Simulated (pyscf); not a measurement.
**Addition across a multiple bond or ene-type step: H₂B–F + H₂C=CH₂ → H₂B–CH₂–CH₂–F**

Gas phase, singlet surface, charge 0. Bonds broken: B1–F2. Bonds formed: B1–C5, F2–C6. Structures and frequencies: ωB97X-D3(BJ)/def2-SVP in PySCF. MP2 and CC: frozen core, UHF for open shells. ΔMP2 is the change of the MP2 total energy from the triple- to the quadruple-zeta basis.

Transition state (Å):

```xyz
10

B     -1.0157    -0.9295     0.3238
F     -0.9097    -0.0144     1.5757
H     -0.3285    -1.9164     0.4892
H     -2.1856    -1.0839     0.0392
C     -0.2513     0.1677    -0.8009
C     -0.1275     1.0480     0.2959
H      0.6747    -0.2824    -1.1718
H     -0.9721     0.4501    -1.5745
H      0.8101     1.1341     0.8529
H     -0.8376     1.8654     0.4519
```

One imaginary mode, 543i cm⁻¹; descent along it reached the two sides named, in the forms told below.

```tsv
bond	change	reactant side (Å)	saddle	product side
B1–F2	breaks	1.335	1.554	3.0
B1–C5	forms	2.7	1.747	1.569
F2–C6	forms	3.1	1.838	1.386
```

Electronic energies relative to the separated reactants (kcal/mol):

```tsv
level	barrier	reaction energy	reverse barrier
ωB97X-D3(BJ)/def2-TZVP	29.4	+13.0	16.4
PBE/def2-TZVP	25.5	+14.9	10.6
r²SCAN/def2-TZVP	26.3	+14.4	11.9
B3LYP-D3(BJ)/def2-TZVP	32.2	+17.8	14.5
PBE0-D3(BJ)/def2-TZVP	26.4	+11.6	14.8
M06-2X/def2-TZVP	32.4	+16.2	16.2
ωB97M-D3(BJ)/def2-TZVP	30.5	+16.2	14.4
HF/def2-TZVP	46.8	+21.5	25.3
MP2/def2-QZVPP	32.8	+17.6	15.3
CCSD/def2-TZVPP	36.1	+18.1	17.9
CCSD(T)/def2-TZVPP	33.7	+18.4	15.4
CCSD(T)/def2-TZVPP + ΔMP2(QZVPP)	33.7	+18.1	15.6
```

With CCSD(T)/def2-TZVPP + ΔMP2(QZVPP) energies and thermal terms (ideal gas, 1 atm, RRHO with modes under 100 cm⁻¹ raised to 100, one conformer, R ln 2 for chiral ones without a mode under 150 cm⁻¹), in kcal/mol:

```
T (K)   ΔH‡   ΔG‡     ΔH     ΔG
-----  ----  ----  -----  -----
298    35.0  46.2  +20.0  +30.0
600    35.0  57.6  +20.6  +39.9
900    35.5  68.8  +21.5  +49.4
1200   36.1  79.8  +22.6  +58.6
```

On the reactant side the descent ends in a complex, 4.1 kcal/mol under the separated species and 33.5 kcal/mol under the saddle at ωB97X-D3(BJ)/def2-TZVP. The same reactants have a lower exit, to H₃C–CH₂–BH–F (barrier +2.2 kcal/mol at ωB97M-D3(BJ)/def2-TZVP, against +30.5 kcal/mol here). H₂B–CH₂–CH₂–F lies 69.8 kcal/mol over its isomer H₃C–B(CH₃)–F (electronic energy, ωB97M-D3(BJ)/def2-TZVP). One saddle was located; it need not be the lowest between these sides. The CCSD(T) − MP2 part came from Ansatz, without density fitting, on the same reference.
